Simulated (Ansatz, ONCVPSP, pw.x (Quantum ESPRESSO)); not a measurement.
## pw.x on fcc Al: one setting changed

Potential: optimised norm-conserving Vanderbilt (ONCV), ONCVPSP 4.0.1, PBE; core [Ne], reference 3s2 3p1; waves: 3s: rc 2.30 bohr, ncon 3, nbas 6, qcut 2.4 1/bohr, 2 projectors, debl 0.6 Ha; 3p: rc 2.50 bohr, ncon 4, nbas 7, qcut 3.2 1/bohr, 2 projectors, debl 3.2 Ha; d scattering state at 0.28 Ha: rc 2.60 bohr, ncon 4, nbas 8, qcut 4.3 1/bohr, 2 projectors, debl 0.5 Ha; local part: polynomial inside 1.56 bohr (lpopt 5, dvloc0 -1 Ha); core correction: none.

The reference run (k-mesh 14³, cutoffs 45/180 Ry, Fermi–Dirac 0.01 Ry, mixing_beta 0.4, conv_thr 1e-9, no spin) gives 0.39 GPa at 16.527 Å³/atom, where all-electron LAPW gives -0.17 GPa. This run, with its own iteration cap, changes mixing_ndim to 4.

```
&control
  calculation='scf', prefix='x', pseudo_dir='./', outdir='./tmp', tstress=.true., disk_io='none'
/
&system
  ibrav=0, nat=1, ntyp=1, ecutwfc=45, ecutrho=180, nbnd=8,
  occupations='smearing', smearing='fd', degauss=0.01
/
&electrons
  conv_thr=1e-09, mixing_beta=0.4, electron_maxstep=50, mixing_ndim=4
/
ATOMIC_SPECIES
Al 1.0 Al.UPF
CELL_PARAMETERS angstrom
  0.00000000 2.02172157 2.02172157
  2.02172157 0.00000000 2.02172157
  2.02172157 2.02172157 0.00000000
ATOMIC_POSITIONS crystal
Al 0.0000 0.0000 0.0000
K_POINTS automatic
14 14 14 0 0 0
```

```bash
pw.x < Al.scf.in > Al.scf.out
```

Q: How does the run end?

A: It converges in 7 iterations; the free energy moves by +0.0 meV/atom and the pressure by +0.00 GPa. The result is that of the reference run.

```
Message from routine setup:
     using ibrav=0 with symmetry is DISCOURAGED, use correct ibrav instead
     lattice parameter (alat)  =       5.4030  a.u.
     unit-cell volume          =     111.5297 (a.u.)^3
     number of electrons       =         3.00
     number of Kohn-Sham states=            8
     kinetic-energy cutoff     =      45.0000  Ry
     charge density cutoff     =     180.0000  Ry
     scf convergence threshold =      1.0E-09
     Exchange-correlation= PBE
     number of k points=   104  Fermi-Dirac smearing, width (Ry)=  0.0100
     iteration #  1     ecut=    45.00 Ry     beta= 0.40
     total energy              =      -4.15606940 Ry
     estimated scf accuracy    <       0.00640561 Ry
     iteration #  2     ecut=    45.00 Ry     beta= 0.40
     total energy              =      -4.15575640 Ry
     estimated scf accuracy    <       0.00214810 Ry
     iteration #  3     ecut=    45.00 Ry     beta= 0.40
     total energy              =      -4.15579135 Ry
     estimated scf accuracy    <       0.00000281 Ry
     iteration #  4     ecut=    45.00 Ry     beta= 0.40
     total energy              =      -4.15580030 Ry
     estimated scf accuracy    <       0.00000017 Ry
     iteration #  5     ecut=    45.00 Ry     beta= 0.40
     total energy              =      -4.15580121 Ry
     estimated scf accuracy    <       0.00000003 Ry
     iteration #  6     ecut=    45.00 Ry     beta= 0.40
     total energy              =      -4.15580152 Ry
     estimated scf accuracy    <          2.6E-09 Ry
     iteration #  7     ecut=    45.00 Ry     beta= 0.40
     the Fermi energy is     7.8799 ev
!    total energy              =      -4.15580155 Ry
     estimated scf accuracy    <          1.2E-10 Ry
     smearing contrib. (-TS)   =      -0.00208451 Ry
     The total energy is F=E-TS. E is the sum of the following terms:
     one-electron contribution =       2.83958682 Ry
     hartree contribution      =       0.00527299 Ry
     xc contribution           =      -1.59826819 Ry
     ewald contribution        =      -5.40030865 Ry
     convergence has been achieved in   7 iterations
          total   stress  (Ry/bohr**3)                   (kbar)     P=        3.90
     Message from routine punch:
     Nothing written, as per user request (disk_io='none')
```

The run took about 10 s on one core of a shared host (Intel(R) Xeon(R) Processor @ 2.60GHz, 24 threads, 31 GiB, load 8).
